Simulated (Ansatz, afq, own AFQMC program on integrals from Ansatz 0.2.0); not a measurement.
**Atomization energy of C2H4, singlet**

| atom | x (Å) | y (Å) | z (Å) |
| --- | --- | --- | --- |
| C | -0.0879 | -0.6436 | -0.1436 |
| C | 0.0879 | 0.6436 | 0.1436 |
| H | 0.0325 | -1.4236 | 0.6145 |
| H | -0.3604 | -0.9761 | -1.1500 |
| H | -0.0325 | 1.4236 | -0.6145 |
| H | 0.3604 | 0.9761 | 1.1500 |

Connectivity, by distances: CH2–CH2.

Atoms in their ground-state spins without spin–orbit coupling (mostly on UHF) minus the molecule (RHF), without zero-point energy. The geometry is a stationary point, not shown to be a minimum.

Basis def2-TZVP. Only valence electrons are correlated. AFQMC by an in-house program on the Cholesky factors that Ansatz 0.2.0 writes for its CCSD(T) run. The CISD trial takes its coefficients from CCSD amplitudes. Released means that phaseless walkers are propagated on without the constraint, phases kept. ± is one standard error of the sampling. The errors of all members are added in quadrature.

No full CI on the walks' own integrals is used here; CCSDT(Q) serves as the reference and is uncertain by about the last step of the cluster series. Each member takes its own surest rung, up to full CI.

Errors are counted within def2-TZVP, not against nature.

Cautions: C₂H₄ (singlet): the released energies move by 1.5 errors or more from one time to the next, so no released level is given (meV from the phaseless value at times in 1/Eh: -13 ± 5 at 0.24, -21 ± 5 at 0.51, -12 ± 6 at 0.99, -11 ± 5 at 1.62, -28 ± 7 at 2.40), though the last usable value meets CCSDT(Q) within the noise, its ph-AFQMC/CISD value lies 16 ± 5 meV above CCSDT(Q); other spins of the molecule weren't checked.

```tsv
level	atomization energy (kJ/mol)
CCSD	2251.5
HF	1785.2
```

Task: From these cheaper values, estimate the atomization energy at the reference level in def2-TZVP.

Result: 2279.1 kJ/mol (CCSDT(Q) in def2-TZVP).

```json
{"level": "MP2", "atomization energy (kJ/mol)": "2289.5", "error against CCSDT(Q) (kJ/mol)": "10.4"}
{"level": "CCSD(T)", "atomization energy (kJ/mol)": "2278.7", "error against CCSDT(Q) (kJ/mol)": "-0.4"}
{"level": "CCSDT", "atomization energy (kJ/mol)": "2277.4", "error against CCSDT(Q) (kJ/mol)": "-1.6"}
{"level": "ph-AFQMC/CISD", "atomization energy (kJ/mol)": "2278.6 ± 0.5", "error against CCSDT(Q) (kJ/mol)": "-0.5 ± 0.5"}
```

Correlation beyond CCSD(T) adds 0.4 kJ/mol. The perturbative (T) step is worth +27.1 kJ/mol.

A walk keeps the symmetry of its determinant, which the program's search chose and which needn't be the lowest solution, so a lower state of the same spin and another symmetry isn't excluded.
